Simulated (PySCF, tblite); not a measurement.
Complex of ammonia and 2 × water

A gas-phase complex of ammonia and 2 × water; neutral, singlet. The structure comes from a short search (6 tight-binding starts) and was relaxed by PBE0-D3(BJ)/def2-TZVPD; another way of binding may lie lower. No frequency run checks that it is a minimum.

Parts: 1 = ammonia (N), atoms 1–4; 2 = water (O), atoms 5–7; 3 = water (O), atoms 8–10.

```xyz
10

N     0.013    0.015    0.809
H    -0.590    0.318    0.046
H    -0.468   -0.721    1.311
H     0.127    0.794    1.445
O     1.903   -0.446   -1.180
H     1.394   -0.384   -0.337
H     2.159   -1.367   -1.265
O    -0.568    0.380   -2.168
H    -0.536    1.097   -2.804
H     0.356    0.091   -2.049
```
(Å; atoms numbered from 1)

Contacts between parts, classed by geometry: H6···N1 1.838 Å (hydrogen bond, 159°); H10···O5 1.854 Å (hydrogen bond, 159°); H2···O8 2.215 Å (hydrogen bond, 139°).

Interaction energies are complex less parts, with the parts frozen as they stand in it; counterpoise-corrected, in kcal/mol (PySCF).

Give the interaction energy at each level run.


| level | interaction | superposition error removed |
| --- | --- | --- |
| wB97M-D3(BJ)/def2-TZVPD | -16.20 | -0.35 |
| PBE0-D3(BJ)/def2-TZVPD | -17.41 | -0.32 |
| RI-MP2/def2-TZVPD | -14.74 | -1.55 |

What holds them together? Decompose the wB97M-D3(BJ)/def2-TZVPD energy: frozen parts, their antisymmetrised product, then relaxation.

electrostatic -30.6, Pauli repulsion +30.6, orbital relaxation -14.3, dispersion correction -2.3 kcal/mol, which sum to the value before the counterpoise correction; the Pauli term holds the exchange-correlation of the frozen density too. Of the attraction, 65 % is electrostatic, 30 % is orbital relaxation, 5 % is dispersion correction.

Are the pair energies additive?

The pairs sum to -13.77 kcal/mol (1–2 -6.1, 1–3 -3.0, 2–3 -4.6); the rest of -2.43 is a many-body strengthening.

The parts were also relaxed and run alone, at the levels used for the complex: shieldings by PBE0/pcSseg-2; core levels by delta-SCF with SCAN, pcX-2 on the ionised atom and pcseg-1 elsewhere, spin-free X2C.

Values alone: O5–H6 bond (Å): 0.960; shielding of H6 (ppm): 30.89; shielding of N1 (ppm): 263.7; shielding of H10 (ppm): 30.89; shielding of O5 (ppm): 329.1; N1 1s core level (eV): 405.54; O5 1s core level (eV): 539.76; O8 1s core level (eV): 539.76.

What does binding change?


```json
{"property": "O5–H6 bond (Å)", "alone": "0.960", "in the complex": "0.988", "change": "+0.027"}
{"property": "shielding of H6 (ppm)", "alone": "30.89", "in the complex": "23.81", "change": "-7.07"}
{"property": "shielding of N1 (ppm)", "alone": "263.7", "in the complex": "250.8", "change": "-12.9"}
{"property": "shielding of H10 (ppm)", "alone": "30.89", "in the complex": "26.02", "change": "-4.87"}
{"property": "shielding of O5 (ppm)", "alone": "329.1", "in the complex": "298.2", "change": "-30.9"}
{"property": "N1 1s core level (eV)", "alone": "405.54", "in the complex": "405.68", "change": "+0.14"}
{"property": "O5 1s core level (eV)", "alone": "539.76", "in the complex": "538.51", "change": "-1.25"}
{"property": "O8 1s core level (eV)", "alone": "539.76", "in the complex": "538.54", "change": "-1.22"}
```
